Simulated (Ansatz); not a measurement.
`[CH3][Al][SiH3]` radical, charge 0, multiplicity 2.

Question: Give a relaxed structure at PBE0-D4/def2-TZVP (Ansatz). (An estimate is asked.)

Answer: Computed: 
Z-matrix (Å, degrees):
```
C
Al 1 1.969
H 1 1.095 2 110.7
H 1 1.094 2 112.2 3 121.2
H 1 1.095 2 110.5 3 -117.9
Si 2 2.485 1 121.4 3 -122.2
H 6 1.493 2 109.8 1 121.1
H 6 1.494 2 115.5 1 -0.3
H 6 1.492 2 109.9 1 -121.8
```
Point group Cs.
This is one stationary point; other conformers may exist.
